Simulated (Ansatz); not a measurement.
A calculation with Ansatz (development build ahead of 0.2.0).

```yaml
crystal:
  periodic: [false, false, false]
  atoms:
    - { symbol: Al, position_ang: [0.0, 0.0, -1.19197] }
    - { symbol: P, position_ang: [0.0, 0.0, 1.19197] }
basis:
  gaussian: { orbitals: def2-SVP }
magnetization:
  initial_magnetization: 2
hamiltonian:
  xc: hf
correlation:
  method: mp2
  frozen_orbitals: { Al: 5, P: 5 }
```

The input is written out in the form of the current development build from the run's settings. Correlation on restricted open-shell orbitals is semicanonical, with singles.

The run gave:

| Item | Value |
| --- | --- |
| Converged | yes |
| Reference energy | -582.42221 hartree |
| Correlation energy | -0.11708 hartree |
| Total energy | -582.53928 hartree |
| Spin squared of the determinant | 2.000 |
| Stability test | minimum among restricted orbitals |
| Occupied orbitals by symmetry in an Abelian subgroup (alpha; beta) | 9 A1 3 B1 3 B2; 9 A1 2 B1 2 B2 |

Messages of the program:
```
mean field -15848.51559334 eV, -582.4222055456 hartree, gradient 3.0e-6 eV, S^2 2.000000; 11 other ends of a descent, 0 dependent functions left out
```

Caution: a plain start can end on a higher determinant.
